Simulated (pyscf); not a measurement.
PySCF, gas phase, ωB97X-D3(BJ)/def2-SVP geometries.

Problem. For `[CH2]1[CH2][CH2]1` + `[BrH]` → `[CH3][CH2][CH2][Br]`, a concerted two-bond exchange (singlet surface; C–C, Br–H broken, Br–C, C–H formed), PBE/def2-TZVP gives ΔE‡ = 39.4 kcal/mol and ΔE = -26.2 kcal/mol (zero: the separated reactants). In which direction and how far do r²SCAN/def2-TZVP, M06-2X/def2-TZVP, ωB97M-D3(BJ)/def2-TZVP move these?

Solution. r²SCAN: ΔE‡ = 39.8 kcal/mol, ΔE = -28.0 kcal/mol; M06-2X: ΔE‡ = 45.1 kcal/mol, ΔE = -26.8 kcal/mol; ωB97M-D3(BJ): ΔE‡ = 43.7 kcal/mol, ΔE = -27.6 kcal/mol. PBE's barrier lies under all of them, by 0.4 to 5.7 kcal/mol. Its reaction energy lies over all of them, by 0.6 to 1.8 kcal/mol. cyclopropane lies 6.6 kcal/mol over its isomer H₂C=CH–CH₃, and others may lie lower still (electronic energy, ωB97M-D3(BJ)). This is the saddle that the search found; another between the same sides may lie lower. Elements up to Kr have no core potential and no relativistic terms here.
